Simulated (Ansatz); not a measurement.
The first iterations of a band of H₃O₂Si (6 atoms, charge 0, multiplicity 2).

Theory: UHF/def2-SVP in Ansatz.

| Property | Result |
| --- | --- |
| movable images | 5 |
| climbing image | yes |
| spring | 5.0 eV/Å² |
| optimiser | quadratic models (default) |
| start path | IDPP |
| force threshold | 0.03 eV/Å |
| iteration limit | 60 |
| end points | relaxed |

Initial state:

```xyz
6
Properties=species:S:1:pos:R:3
O -1.167 -0.473 -0.220
Si 0.367 0.099 -0.454
O 1.073 0.242 1.023
H -1.646 -0.857 -0.937
H 0.380 1.452 -1.059
H 0.993 -0.463 1.647
```

Final state:

```xyz
6
Properties=species:S:1:pos:R:3
O -1.245 -0.151 -0.599
Si 0.360 0.234 -0.554
O 1.124 -0.477 0.725
H -1.512 -1.046 -0.736
H 0.402 1.710 -0.450
H 0.871 -0.270 1.613
```

| iteration | highest image above the first end (eV) | largest band force component (eV/Å) |
| --- | --- | --- |
| 1 | 0.107 | 0.872 |
| 2 | 0.083 | 0.624 |
| 3 | 0.068 | 0.408 |

**Question.** Does the band converge within its limit, and where does its top end?

**Answer.** The forces met the threshold. It ended after 10 iterations with the highest image 0.033 eV above the first end. A vibrational analysis at the climbing image gives one clearly imaginary mode, 204i cm⁻¹: a first-order saddle point.

Run time: 30 s on 1 CPU thread of a shared host.
